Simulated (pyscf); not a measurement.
`[Cl][Sn]([Cl])([Cl])[SeH]` -> `[Cl][Sn]([Cl])=[Se]` + `[ClH]` (elimination; singlet surface; H–Se, Cl–Sn broken, Cl–H formed). Structures and frequencies: ωB97X-D3(BJ)/def2-SVP in PySCF. Energies in kcal/mol from the reactant's lowest minimum found.

| level | barrier | reaction energy |
|---|---|---|
| PBE/def2-TZVP | 28.7 | +33.8 |
| r²SCAN/def2-TZVP | ? | +38.4 |
| PBE0-D3(BJ)/def2-TZVP | 33.2 | +39.6 |
| M06-2X/def2-TZVP | ? | ? |
| ωB97M-D3(BJ)/def2-TZVP | 36.7 | +39.6 |
| HF/def2-TZVP | 48.3 | +39.2 |

Task: What belongs in the gaps?

Result: 
- r²SCAN/def2-TZVP, barrier: 32.4
- M06-2X/def2-TZVP, barrier: 35.5
- M06-2X/def2-TZVP, reaction energy: +39.7

On the product side the descent ends in a bound adduct, 8.2 kcal/mol under the separated species and 2.5 kcal/mol under the saddle at ωB97X-D3(BJ)/def2-TZVP. At PBE, r²SCAN, PBE0-D3(BJ), M06-2X, ωB97M-D3(BJ) the saddle lies under the separated products, which points to a path from their complex (located at ωB97X-D3(BJ) alone), and parting the products costs more than the saddle. One saddle was located; it need not be the lowest between these sides. Elements up to Kr have no core potential and no relativistic terms here. Elements past Kr carry the def2 core potentials, without spin-orbit coupling.
